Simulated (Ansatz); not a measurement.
# NH2O (quartet): wave-function methods side by side, def2-QZVPP

One table from this session's results is given with a row withheld; the runs are named, their logs left out.

Computed with Ansatz 0.2.0, Gaussian basis. Level: def2-QZVPP, core rule «outside noble gas», up to 2 orbitals frozen.

The runs, in order: UHF; ROHF; CCSD(T) on UHF.

2 further runs of the same task are left out: 2 set aside as unsound or not needed.

**The system**

The geometry is a PBE0/def2-TZVP stationary point (not a proven minimum) of the parent state, kept for this charge and spin.

4 atoms, charge 0, spin multiplicity 4.

Atoms are counted from 1 here; the program's logs count them from 0.

Bond lengths: N1–O2 1.354 Å, N1–H3 1.026 Å, O2–H4 0.964 Å. Angles: O2–N1–H3 101.2°, N1–O2–H4 104.4°.

The first run:

in.yaml

```yaml
crystal:
  periodic: [false, false, false]
  atoms:
    - {symbol: N, position_ang: [0.000000, -0.176115, 0.698274]}
    - {symbol: O, position_ang: [0.000000, 0.150778, -0.615224]}
    - {symbol: H, position_ang: [0.000000, 0.752120, 1.135262]}
    - {symbol: H, position_ang: [0.000000, -0.698120, -1.073059]}
basis:
  gaussian: {orbitals: "def2-QZVPP.json"}
magnetization: {spin_polarized: true, initial_magnetization: 3}
hamiltonian: {xc: hf}
output: {orbitals: {seedname: orbitals}}
```

Command:

```bash
$ ansatz run in.yaml --threads 1 --pin off --events-out ev --progress --plain --max-ram 2393MiB
```

Steps of the session up to this table: UHF; ROHF; CCSD(T) on UHF.

One table of the session follows, with a row left open; its other results are not shown here.

| method | from UCCSD(T) (kcal/mol) |
| --- | --- |
| ROHF | +304.07 |
| UHF | +298.49 |
| UMP2 | ? |
| UCCSD | +13.73 |
| UCCSD(T) | 0 |

**Question.** Estimate the row for UMP2.

The run gave: from UCCSD(T) (kcal/mol): +23.43. In the column «from UCCSD(T) (kcal/mol)» it lies between UCCSD (+13.73) and UHF (+298.49).
